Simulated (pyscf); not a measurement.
Single points on ωB97X-D3(BJ)/def2-SVP structures (PySCF, gas phase).

Problem. PBE/def2-TZVP puts the barrier of :HGe–SeH (SMILES [GeH][SeH]) [singlet] + H₂ (SMILES [H][H]) + H₂ (SMILES [H][H]) → H₃Ge–SeH (SMILES [GeH3][SeH]) + H₂ (SMILES [H][H]) (multi-bond step; singlet surface; H–H, H–H broken, Ge–H, Ge–H, H–H formed) at 26.9 kcal/mol and the reaction energy at -23.2 kcal/mol, from the separated reactants. What do r²SCAN/def2-TZVP, B3LYP-D3(BJ)/def2-TZVP, ωB97M-D3(BJ)/def2-TZVP give on the same structures?

Solution. r²SCAN: ΔE‡ = 28.5 kcal/mol, ΔE = -27.8 kcal/mol; B3LYP-D3(BJ): ΔE‡ = 35.2 kcal/mol, ΔE = -22.9 kcal/mol; ωB97M-D3(BJ): ΔE‡ = 38.4 kcal/mol, ΔE = -26.1 kcal/mol. PBE's barrier lies under all of them, by 1.6 to 11.5 kcal/mol. Its reaction energy lies among theirs. On the reactant side the descent ends in a complex (not fully relaxed), 4.2 kcal/mol under the separated species and 41.5 kcal/mol under the saddle at ωB97X-D3(BJ)/def2-TZVP. This is the saddle that the search found; another between the same sides may lie lower. Elements up to Kr have no core potential and no relativistic terms here.
